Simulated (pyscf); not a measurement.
InH [singlet] + HO–SiH₃ → H₃Si–O–InH₂, an insertion (singlet surface; H–O broken, In–O, H–In formed). PySCF, gas phase, ωB97X-D3(BJ)/def2-SVP geometries. MP2 and CC: frozen core, UHF for open shells. ΔMP2 is the change of the MP2 total energy from the triple- to the quadruple-zeta basis. Energies in eV from the separated reactants.

Small-basis levels: PySCF, no dispersion term, spherical d functions. AM1 to PM7: differences of heats of formation from MOPAC, which are fitted to 298 K values and so differ in kind from electronic energies by zero-point and thermal terms. GFN2-xTB: tblite. Cost: rough CPU time at the saddle relative to B3LYP/6-31G*+LANL2DZ, from one job on a shared machine.

| level | barrier | reaction energy | cost |
|---|---|---|---|
| MP2/6-31G*+LANL2DZ | 1.33 | -1.10 | 0.2 |
| SVWN5/6-31G*+LANL2DZ | 0.66 | -1.13 | 0.8 |
| BP86/6-31G*+LANL2DZ | 0.94 | -1.00 | 1 |
| PBE/def2-SVP | 1.05 | -0.43 | 3 |
| GFN2-xTB | 1.42 | +0.31 | under 0.02 |
| PM6 | 1.76 | +0.24 | under 0.02 |
| PM7 | 2.03 | -0.38 | under 0.02 |
| CCSD(T)/def2-TZVPP + ΔMP2(QZVPP) | 1.39 | -0.60 | – |

Against the last row the barrier runs from -0.74 (SVWN5/6-31G*+LANL2DZ) to +0.64 eV (PM7). CCSD(T)/def2-TZVPP + ΔMP2(QZVPP) has limits of its own. On the reactant side the descent ends in an adduct with a In–O contact (not fully relaxed), 0.47 eV under the separated species and 1.84 eV under the saddle at ωB97X-D3(BJ)/def2-TZVP. What is counted as formed (In–O) is already present as a longer contact in the reactant adduct; forming that adduct is a step of its own. The same reactants have a lower exit, to H₃Si–O–In [singlet] + H₂ (barrier -0.04 eV at ωB97M-D3(BJ)/def2-TZVP, against +1.48 eV here). This is the saddle that the search found; another between the same sides may lie lower. The CCSD(T) − MP2 part came from Ansatz, without density fitting, on the same reference. The frozen core leaves the outer d or s,p core shells of the metals and heavy elements correlated in the MP2 and CC values, and def2-TZVPP describes them poorly, which can shift differences by a few kcal/mol. In the def2 sets elements past Kr carry core potentials, without spin-orbit coupling.
